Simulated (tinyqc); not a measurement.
Inside a calculation (part 2 of 2). Method: UHF in the sto-3g basis, for HF, spin multiplicity 1. This run ends on a higher stationary point, not on the lowest solution. Computed by tinyqc, a small Python program that keeps every step (integrals from PySCF). Command: `OMP_NUM_THREADS=1 python tinyqc.py 21294 21295 out.jsonl` (the two numbers bound the seeds that draw the settings). One thread of a shared host (Intel(R) Xeon(R) Processor @ 2.60GHz), about 0.2 s of CPU time with the checks.

Geometry (angstrom):
```
atom        x        y        z
F     0.00000  0.00000  0.00000
H     0.00000  0.00000  1.36900
```

## Iteration 3: building the Fock matrix

D(alpha) after iteration 2, order 1F 1s, 1F 2s, 1F 2px, 1F 2py, 1F 2pz, 2H 1s:
$$\begin{pmatrix}
1.05920 & -0.24936 & 0.01227 & -0.01084 & 0.02334 & -0.00027 \\
-0.24936 & 1.05382 & -0.06359 & 0.05622 & -0.11325 & -0.03961 \\
0.01227 & -0.06359 & 0.92980 & 0.06206 & -0.17452 & 0.21728 \\
-0.01084 & 0.05622 & 0.06206 & 0.94513 & 0.15430 & -0.19210 \\
0.02334 & -0.11325 & -0.17452 & 0.15430 & 0.60526 & 0.33381 \\
-0.00027 & -0.03961 & 0.21728 & -0.19210 & 0.33381 & 0.41540
\end{pmatrix}$$

D(beta) after iteration 2, order 1F 1s, 1F 2s, 1F 2px, 1F 2py, 1F 2pz, 2H 1s:
$$\begin{pmatrix}
1.05920 & -0.24936 & -0.01227 & 0.01084 & 0.02334 & -0.00027 \\
-0.24936 & 1.05382 & 0.06359 & -0.05622 & -0.11325 & -0.03961 \\
-0.01227 & 0.06359 & 0.92980 & 0.06206 & 0.17452 & -0.21728 \\
0.01084 & -0.05622 & 0.06206 & 0.94513 & -0.15430 & 0.19210 \\
0.02334 & -0.11325 & 0.17452 & -0.15430 & 0.60526 & 0.33381 \\
-0.00027 & -0.03961 & -0.21728 & 0.19210 & 0.33381 & 0.41540
\end{pmatrix}$$

core Hamiltonian H = T + V (hartree), order 1F 1s, 1F 2s, 1F 2px, 1F 2py, 1F 2pz, 2H 1s:
$$\begin{pmatrix}
-40.41155 & -9.48166 & 0.00000 & 0.00000 & -0.00676 & -0.68617 \\
-9.48166 & -10.88969 & 0.00000 & 0.00000 & -0.08440 & -1.72641 \\
0.00000 & 0.00000 & -8.57398 & 0.00000 & 0.00000 & 0.00000 \\
0.00000 & 0.00000 & 0.00000 & -8.57398 & 0.00000 & 0.00000 \\
-0.00676 & -0.08440 & 0.00000 & 0.00000 & -8.61374 & -1.27488 \\
-0.68617 & -1.72641 & 0.00000 & 0.00000 & -1.27488 & -3.92101
\end{pmatrix}$$

Two-electron integrals (ij|kl) in chemists' order, unique and non-zero (hartree):
```
(11|11) 5.40350   (21|11) 0.84192   (21|21) 0.15630   (22|11) 1.26803
(22|21) 0.29234   (22|22) 0.92617   (31|31) 0.02800   (32|31) 0.04317
(32|32) 0.20459   (33|11) 1.26450   (33|21) 0.29240   (33|22) 0.92596
(33|33) 0.99751   (41|41) 0.02800   (42|41) 0.04317   (42|42) 0.20459
(43|43) 0.05377   (44|11) 1.26450   (44|21) 0.29240   (44|22) 0.92596
(44|33) 0.88997   (44|44) 0.99751   (51|51) 0.02800   (52|51) 0.04317
(52|52) 0.20459   (53|53) 0.05377   (54|54) 0.05377   (55|11) 1.26450
(55|21) 0.29240   (55|22) 0.92596   (55|33) 0.88997   (55|44) 0.88997
(55|55) 0.99751   (61|11) 0.06109   (61|21) 0.01125   (61|22) 0.02095
(61|33) 0.02092   (61|44) 0.02092   (61|51) 0.00043   (61|52) 0.00081
(61|55) 0.02101   (61|61) 0.00082   (62|11) 0.17623   (62|21) 0.04127
(62|22) 0.14865   (62|33) 0.14643   (62|44) 0.14643   (62|51) 0.00275
(62|52) 0.02288   (62|55) 0.15293   (62|61) 0.00302   (62|62) 0.03108
(63|31) 0.00405   (63|32) 0.02506   (63|53) 0.00464   (63|63) 0.00435
(64|41) 0.00405   (64|42) 0.02506   (64|54) 0.00464   (64|64) 0.00435
(65|11) 0.12913   (65|21) 0.03060   (65|22) 0.11819   (65|33) 0.11343
(65|44) 0.11343   (65|51) 0.00580   (65|52) 0.04185   (65|55) 0.12759
(65|61) 0.00231   (65|62) 0.03048   (65|65) 0.03411   (66|11) 0.38374
(66|21) 0.09128   (66|22) 0.38017   (66|33) 0.36971   (66|44) 0.36971
(66|51) 0.00641   (66|52) 0.07664   (66|55) 0.40085   (66|61) 0.00668
(66|62) 0.10938   (66|65) 0.12606   (66|66) 0.77461
```

nuclear repulsion = 3.4788860 hartree

J_ij = sum D_kl (ij|kl) with D = D(alpha) + D(beta), K_ij = sum D_kl (ik|jl) for each spin; F = H + J - K(s); E = tr D H + tr D J / 2 - 0.5 sum_s tr D(s) K(s) + E_nn.

Coulomb J (hartree), order 1F 1s, 1F 2s, 1F 2px, 1F 2py, 1F 2pz, 2H 1s:
$$\begin{pmatrix}
20.01525 & 3.80436 & 0.00000 & 0.00000 & -0.00431 & 0.27408 \\
3.80436 & 9.38983 & 0.00000 & 0.00000 & 0.02729 & 1.49622 \\
0.00000 & 0.00000 & 9.38864 & 0.01335 & 0.00000 & 0.00000 \\
0.00000 & 0.00000 & 0.01335 & 9.39193 & 0.00000 & 0.00000 \\
-0.00431 & 0.02729 & 0.00000 & 0.00000 & 9.36258 & 1.19896 \\
0.27408 & 1.49622 & 0.00000 & 0.00000 & 1.19896 & 4.15516
\end{pmatrix}$$

exchange K(alpha) (hartree), order 1F 1s, 1F 2s, 1F 2px, 1F 2py, 1F 2pz, 2H 1s:
$$\begin{pmatrix}
5.53737 & 0.95167 & -0.00006 & 0.00005 & 0.00080 & 0.07365 \\
0.95167 & 1.51957 & -0.03052 & 0.02698 & -0.04811 & 0.27501 \\
-0.00006 & -0.03052 & 1.23749 & 0.05857 & -0.13905 & 0.05007 \\
0.00005 & 0.02698 & 0.05857 & 1.25196 & 0.12294 & -0.04427 \\
0.00080 & -0.04811 & -0.13905 & 0.12294 & 1.02433 & 0.28148 \\
0.07365 & 0.27501 & 0.05007 & -0.04427 & 0.28148 & 0.45138
\end{pmatrix}$$

exchange K(beta) (hartree), order 1F 1s, 1F 2s, 1F 2px, 1F 2py, 1F 2pz, 2H 1s:
$$\begin{pmatrix}
5.53737 & 0.95167 & 0.00006 & -0.00005 & 0.00080 & 0.07365 \\
0.95167 & 1.51957 & 0.03052 & -0.02698 & -0.04811 & 0.27501 \\
0.00006 & 0.03052 & 1.23749 & 0.05857 & 0.13905 & -0.05007 \\
-0.00005 & -0.02698 & 0.05857 & 1.25196 & -0.12294 & 0.04427 \\
0.00080 & -0.04811 & 0.13905 & -0.12294 & 1.02433 & 0.28148 \\
0.07365 & 0.27501 & -0.05007 & 0.04427 & 0.28148 & 0.45138
\end{pmatrix}$$

F(alpha) (hartree), order 1F 1s, 1F 2s, 1F 2px, 1F 2py, 1F 2pz, 2H 1s:
$$\begin{pmatrix}
-25.93367 & -6.62897 & 0.00006 & -0.00005 & -0.01187 & -0.48574 \\
-6.62897 & -3.01942 & 0.03052 & -0.02698 & -0.00900 & -0.50520 \\
0.00006 & 0.03052 & -0.42283 & -0.04522 & 0.13905 & -0.05007 \\
-0.00005 & -0.02698 & -0.04522 & -0.43400 & -0.12294 & 0.04427 \\
-0.01187 & -0.00900 & 0.13905 & -0.12294 & -0.27549 & -0.35740 \\
-0.48574 & -0.50520 & -0.05007 & 0.04427 & -0.35740 & -0.21723
\end{pmatrix}$$

F(beta) (hartree), order 1F 1s, 1F 2s, 1F 2px, 1F 2py, 1F 2pz, 2H 1s:
$$\begin{pmatrix}
-25.93367 & -6.62897 & -0.00006 & 0.00005 & -0.01187 & -0.48574 \\
-6.62897 & -3.01942 & -0.03052 & 0.02698 & -0.00900 & -0.50520 \\
-0.00006 & -0.03052 & -0.42283 & -0.04522 & -0.13905 & 0.05007 \\
0.00005 & 0.02698 & -0.04522 & -0.43400 & 0.12294 & -0.04427 \\
-0.01187 & -0.00900 & -0.13905 & 0.12294 & -0.27549 & -0.35740 \\
-0.48574 & -0.50520 & 0.05007 & -0.04427 & -0.35740 & -0.21723
\end{pmatrix}$$

total energy of this density = -98.4252284 hartree

## Iteration 3: diagonalisation and new density

X, order 1F 1s, 1F 2s, 1F 2px, 1F 2py, 1F 2pz, 2H 1s:
$$\begin{pmatrix}
-0.52423 & 0.61796 & 0.00000 & 0.00000 & -0.50377 & 0.38841 \\
0.79135 & -0.32689 & 0.00000 & 0.00000 & -0.28867 & 0.54315 \\
0.00000 & 0.00000 & 0.99965 & 0.02629 & 0.00000 & 0.00000 \\
0.00000 & 0.00000 & -0.02629 & 0.99965 & 0.00000 & 0.00000 \\
0.38223 & 0.66128 & 0.00000 & 0.00000 & 0.62479 & 0.25572 \\
-0.67930 & -0.48561 & 0.00000 & 0.00000 & 0.40405 & 0.47688
\end{pmatrix}$$

Diagonalise F' = X^T F X, C = X C', fill 5 alpha and 5 beta electrons from the bottom; D(s) = C_occ C_occ^T. Each column has its largest component positive (the first on a tie).

F' = X^T F X (alpha) (hartree):
$$\begin{pmatrix}
-3.27628 & 5.05029 & 0.11383 & -0.09543 & -4.75051 & 4.11459 \\
5.05029 & -7.36484 & 0.10876 & -0.09118 & 7.57986 & -6.98347 \\
0.11383 & 0.10876 & -0.42046 & -0.04487 & 0.05913 & 0.02893 \\
-0.09543 & -0.09118 & -0.04487 & -0.43637 & -0.04957 & -0.02425 \\
-4.75051 & 7.57986 & 0.05913 & -0.04957 & -8.75823 & 7.87101 \\
4.11459 & -6.98347 & 0.02893 & -0.02425 & 7.87101 & -8.20125
\end{pmatrix}$$

orbital energies (alpha) (hartree): MO1 -25.94284, MO2 -1.41303, MO3 -0.54807, MO4 -0.47399, MO5 -0.36641, MO6 0.28690

coefficients C (alpha), order 1F 1s, 1F 2s, 1F 2px, 1F 2py, 1F 2pz, 2H 1s:
$$\begin{pmatrix}
0.99503 & -0.26036 & 0.02772 & 0.00000 & 0.02742 & 0.04409 \\
0.02025 & 1.00897 & -0.13025 & 0.00000 & -0.14945 & -0.23172 \\
-0.00004 & -0.02855 & -0.46332 & 0.66237 & 0.54674 & -0.21649 \\
0.00003 & 0.02524 & 0.40963 & 0.74918 & -0.48338 & 0.19141 \\
0.00089 & 0.01743 & 0.68091 & 0.00000 & 0.30254 & -0.69546 \\
-0.00237 & 0.07566 & 0.28278 & 0.00000 & 0.56959 & 0.82330
\end{pmatrix}$$

F' = X^T F X (beta) (hartree):
$$\begin{pmatrix}
-3.27628 & 5.05029 & -0.11383 & 0.09543 & -4.75051 & 4.11459 \\
5.05029 & -7.36484 & -0.10876 & 0.09118 & 7.57986 & -6.98347 \\
-0.11383 & -0.10876 & -0.42046 & -0.04487 & -0.05913 & -0.02893 \\
0.09543 & 0.09118 & -0.04487 & -0.43637 & 0.04957 & 0.02425 \\
-4.75051 & 7.57986 & -0.05913 & 0.04957 & -8.75823 & 7.87101 \\
4.11459 & -6.98347 & -0.02893 & 0.02425 & 7.87101 & -8.20125
\end{pmatrix}$$

orbital energies (beta) (hartree): MO1 -25.94284, MO2 -1.41303, MO3 -0.54807, MO4 -0.47399, MO5 -0.36641, MO6 0.28690

coefficients C (beta), order 1F 1s, 1F 2s, 1F 2px, 1F 2py, 1F 2pz, 2H 1s:
$$\begin{pmatrix}
0.99503 & -0.26036 & 0.02772 & 0.00000 & 0.02742 & 0.04409 \\
0.02025 & 1.00897 & -0.13025 & 0.00000 & -0.14945 & -0.23172 \\
0.00004 & 0.02855 & 0.46332 & 0.66237 & -0.54674 & 0.21649 \\
-0.00003 & -0.02524 & -0.40963 & 0.74918 & 0.48338 & -0.19141 \\
0.00089 & 0.01743 & 0.68091 & 0.00000 & 0.30254 & -0.69546 \\
-0.00237 & 0.07566 & 0.28278 & 0.00000 & 0.56959 & 0.82330
\end{pmatrix}$$

D(alpha) after iteration 3, order 1F 1s, 1F 2s, 1F 2px, 1F 2py, 1F 2pz, 2H 1s:
$$\begin{pmatrix}
1.05940 & -0.25025 & 0.00955 & -0.00844 & 0.02351 & 0.00140 \\
-0.25025 & 1.05773 & -0.05017 & 0.04435 & -0.11630 & -0.04567 \\
0.00955 & -0.05017 & 0.95313 & 0.04144 & -0.15056 & 0.17824 \\
-0.00844 & 0.04435 & 0.04144 & 0.96336 & 0.13312 & -0.15758 \\
0.02351 & -0.11630 & -0.15056 & 0.13312 & 0.55548 & 0.36619 \\
0.00140 & -0.04567 & 0.17824 & -0.15758 & 0.36619 & 0.41012
\end{pmatrix}$$

D(beta) after iteration 3, order 1F 1s, 1F 2s, 1F 2px, 1F 2py, 1F 2pz, 2H 1s:
$$\begin{pmatrix}
1.05940 & -0.25025 & -0.00955 & 0.00844 & 0.02351 & 0.00140 \\
-0.25025 & 1.05773 & 0.05017 & -0.04435 & -0.11630 & -0.04567 \\
-0.00955 & 0.05017 & 0.95313 & 0.04144 & 0.15056 & -0.17824 \\
0.00844 & -0.04435 & 0.04144 & 0.96336 & -0.13312 & 0.15758 \\
0.02351 & -0.11630 & 0.15056 & -0.13312 & 0.55548 & 0.36619 \\
0.00140 & -0.04567 & -0.17824 & 0.15758 & 0.36619 & 0.41012
\end{pmatrix}$$

## Iteration 52 (converged): orbitals

converged F(alpha) (hartree), order 1F 1s, 1F 2s, 1F 2px, 1F 2py, 1F 2pz, 2H 1s:
$$\begin{pmatrix}
-25.92291 & -6.62626 & 0.00000 & 0.00000 & -0.01262 & -0.48592 \\
-6.62626 & -3.01312 & 0.00001 & -0.00001 & -0.01062 & -0.50598 \\
0.00000 & 0.00001 & -0.46489 & 0.00000 & 0.00005 & -0.00001 \\
0.00000 & -0.00001 & 0.00000 & -0.46489 & -0.00004 & 0.00001 \\
-0.01262 & -0.01062 & 0.00005 & -0.00004 & -0.18648 & -0.37597 \\
-0.48592 & -0.50598 & -0.00001 & 0.00001 & -0.37597 & -0.22809
\end{pmatrix}$$

converged F(beta) (hartree), order 1F 1s, 1F 2s, 1F 2px, 1F 2py, 1F 2pz, 2H 1s:
$$\begin{pmatrix}
-25.92291 & -6.62626 & 0.00000 & 0.00000 & -0.01262 & -0.48592 \\
-6.62626 & -3.01312 & -0.00001 & 0.00001 & -0.01062 & -0.50598 \\
0.00000 & -0.00001 & -0.46489 & 0.00000 & -0.00005 & 0.00001 \\
0.00000 & 0.00001 & 0.00000 & -0.46489 & 0.00004 & -0.00001 \\
-0.01262 & -0.01062 & -0.00005 & 0.00004 & -0.18648 & -0.37597 \\
-0.48592 & -0.50598 & 0.00001 & -0.00001 & -0.37597 & -0.22809
\end{pmatrix}$$

As before.

F' = X^T F X (alpha) (hartree):
$$\begin{pmatrix}
-3.25395 & 5.07727 & 0.00003 & -0.00003 & -4.72118 & 4.12664 \\
5.07727 & -7.31291 & 0.00004 & -0.00003 & 7.61715 & -6.96787 \\
0.00003 & 0.00004 & -0.46489 & 0.00000 & 0.00002 & 0.00001 \\
-0.00003 & -0.00003 & 0.00000 & -0.46489 & -0.00002 & -0.00001 \\
-4.72118 & 7.61715 & 0.00002 & -0.00002 & -8.72928 & 7.87098 \\
4.12664 & -6.96787 & 0.00001 & -0.00001 & 7.87098 & -8.19887
\end{pmatrix}$$

orbital energies (alpha) (hartree): MO1 -25.93207, MO2 -1.40611, MO3 -0.46489, MO4 -0.46489, MO5 -0.44617, MO6 0.28934

coefficients C (alpha), order 1F 1s, 1F 2s, 1F 2px, 1F 2py, 1F 2pz, 2H 1s:
$$\begin{pmatrix}
0.99504 & -0.26030 & -0.00006 & 0.00000 & 0.04056 & 0.04301 \\
0.02025 & 1.00837 & 0.00030 & 0.00000 & -0.20511 & -0.22833 \\
0.00000 & -0.00001 & 0.74918 & 0.66237 & 0.00115 & -0.00006 \\
0.00000 & 0.00001 & -0.66236 & 0.74918 & -0.00101 & 0.00006 \\
0.00091 & 0.01331 & -0.00112 & 0.00000 & 0.68604 & -0.75387 \\
-0.00236 & 0.08063 & -0.00087 & 0.00000 & 0.61726 & 0.83691
\end{pmatrix}$$

F' = X^T F X (beta) (hartree):
$$\begin{pmatrix}
-3.25395 & 5.07727 & -0.00003 & 0.00003 & -4.72118 & 4.12664 \\
5.07727 & -7.31291 & -0.00004 & 0.00003 & 7.61715 & -6.96787 \\
-0.00003 & -0.00004 & -0.46489 & 0.00000 & -0.00002 & -0.00001 \\
0.00003 & 0.00003 & 0.00000 & -0.46489 & 0.00002 & 0.00001 \\
-4.72118 & 7.61715 & -0.00002 & 0.00002 & -8.72928 & 7.87098 \\
4.12664 & -6.96787 & -0.00001 & 0.00001 & 7.87098 & -8.19887
\end{pmatrix}$$

orbital energies (beta) (hartree): MO1 -25.93207, MO2 -1.40611, MO3 -0.46489, MO4 -0.46489, MO5 -0.44617, MO6 0.28934

coefficients C (beta), order 1F 1s, 1F 2s, 1F 2px, 1F 2py, 1F 2pz, 2H 1s:
$$\begin{pmatrix}
0.99504 & -0.26030 & 0.00006 & 0.00000 & 0.04056 & 0.04301 \\
0.02025 & 1.00837 & -0.00030 & 0.00000 & -0.20511 & -0.22833 \\
0.00000 & 0.00001 & 0.74918 & 0.66237 & -0.00115 & 0.00006 \\
0.00000 & -0.00001 & -0.66236 & 0.74918 & 0.00101 & -0.00006 \\
0.00091 & 0.01331 & 0.00112 & 0.00000 & 0.68604 & -0.75387 \\
-0.00236 & 0.08063 & 0.00087 & 0.00000 & 0.61726 & 0.83691
\end{pmatrix}$$

D(alpha) after iteration 52, order 1F 1s, 1F 2s, 1F 2px, 1F 2py, 1F 2pz, 2H 1s:
$$\begin{pmatrix}
1.05950 & -0.25065 & 0.00000 & 0.00000 & 0.02527 & 0.00170 \\
-0.25065 & 1.05929 & -0.00001 & 0.00001 & -0.12728 & -0.04535 \\
0.00000 & -0.00001 & 1.00000 & 0.00000 & -0.00005 & 0.00005 \\
0.00000 & 0.00001 & 0.00000 & 1.00000 & 0.00004 & -0.00005 \\
0.02527 & -0.12728 & -0.00005 & 0.00004 & 0.47083 & 0.42454 \\
0.00170 & -0.04535 & 0.00005 & -0.00005 & 0.42454 & 0.38752
\end{pmatrix}$$

D(beta) after iteration 52, order 1F 1s, 1F 2s, 1F 2px, 1F 2py, 1F 2pz, 2H 1s:
$$\begin{pmatrix}
1.05950 & -0.25065 & 0.00000 & 0.00000 & 0.02527 & 0.00170 \\
-0.25065 & 1.05929 & 0.00001 & -0.00001 & -0.12728 & -0.04535 \\
0.00000 & 0.00001 & 1.00000 & 0.00000 & 0.00005 & -0.00005 \\
0.00000 & -0.00001 & 0.00000 & 1.00000 & -0.00004 & 0.00005 \\
0.02527 & -0.12728 & 0.00005 & -0.00004 & 0.47083 & 0.42454 \\
0.00170 & -0.04535 & -0.00005 & 0.00005 & 0.42454 & 0.38752
\end{pmatrix}$$

Within a degenerate level the vectors are fixed only up to a rotation; this is one choice.

## Convergence

Stop when the energy changes by less than 1e-09 hartree and every element of the error matrix X^T (F D S - S D F) X (for each spin) is below 9e-06.

Course of the cycle:
```
iteration  E (hartree)     change  largest element of the error matrix
1          -98.1629570          -                             1.36e-01
2          -98.3915180  -2.29e-01                             4.30e-02
3          -98.4252284  -3.37e-02                             3.00e-02
4          -98.4405575  -1.53e-02                             2.21e-02
5          -98.4488143  -8.26e-03                             1.70e-02
6          -98.4537209  -4.91e-03                             1.34e-02
7          -98.4568154  -3.09e-03                             1.09e-02
8          -98.4588460  -2.03e-03                             8.97e-03
9          -98.4602153  -1.37e-03                             7.45e-03
10         -98.4611567  -9.41e-04                             6.22e-03
11         -98.4618127  -6.56e-04                             5.22e-03
12         -98.4622742  -4.61e-04                             4.39e-03
13         -98.4626011  -3.27e-04                             3.71e-03
14         -98.4628338  -2.33e-04                             3.13e-03
...                ...        ...                                  ...
39         -98.4634234  -6.29e-08                             5.18e-05
40         -98.4634234  -4.54e-08                             4.40e-05
41         -98.4634235  -3.27e-08                             3.73e-05
42         -98.4634235  -2.36e-08                             3.17e-05
43         -98.4634235  -1.70e-08                             2.69e-05
44         -98.4634235  -1.22e-08                             2.28e-05
45         -98.4634235  -8.83e-09                             1.94e-05
46         -98.4634236  -6.36e-09                             1.65e-05
47         -98.4634236  -4.59e-09                             1.40e-05
48         -98.4634236  -3.31e-09                             1.19e-05
49         -98.4634236  -2.38e-09                             1.01e-05
50         -98.4634236  -1.72e-09                             8.56e-06
51         -98.4634236  -1.24e-09                             7.27e-06
52         -98.4634236  -8.93e-10                             6.17e-06
```

PySCF UHF in the same basis, after a stability check = -98.4861130 hartree

Converged in 52 iterations. But the solution lies 0.02269 hartree above the reference: it is another stationary point, not the lowest one. Reruns (cap 100 unless said): DIIS 8: converged in 11 to a higher stationary point; damping 0.5: not converged; level shift 0.5: converged in 86 to a higher stationary point; atomic densities as start, DIIS 8: converged in 7 to a higher stationary point.

## Populations, bond orders and dipole

overlap S, order 1F 1s, 1F 2s, 1F 2px, 1F 2py, 1F 2pz, 2H 1s:
$$\begin{pmatrix}
1.00000 & 0.23799 & 0.00000 & 0.00000 & 0.00000 & 0.01707 \\
0.23799 & 1.00000 & 0.00000 & 0.00000 & 0.00000 & 0.20908 \\
0.00000 & 0.00000 & 1.00000 & 0.00000 & 0.00000 & 0.00000 \\
0.00000 & 0.00000 & 0.00000 & 1.00000 & 0.00000 & 0.00000 \\
0.00000 & 0.00000 & 0.00000 & 0.00000 & 1.00000 & 0.18970 \\
0.01707 & 0.20908 & 0.00000 & 0.00000 & 0.18970 & 1.00000
\end{pmatrix}$$

Mulliken: Z minus the diagonal of D S on the atom; Loewdin: the same with S^(1/2) D S^(1/2); Mayer order: 2 sum_s sum (D(s) S)_ij (D(s) S)_ji over the two atoms.

Charges (e):
```
atom  Mulliken   Loewdin  Mulliken spin
1F    -0.08279  -0.07166       1.98e-10
2H     0.08279   0.07166      -1.98e-10
```

Mayer bond orders:
```
pair    order
2-1   0.99315
```

dipole moment about the origin, x y z (debye): [0.00000, 0.00000, 0.95059]

<S^2> of the determinant (pure state: 0) = 2.92e-08
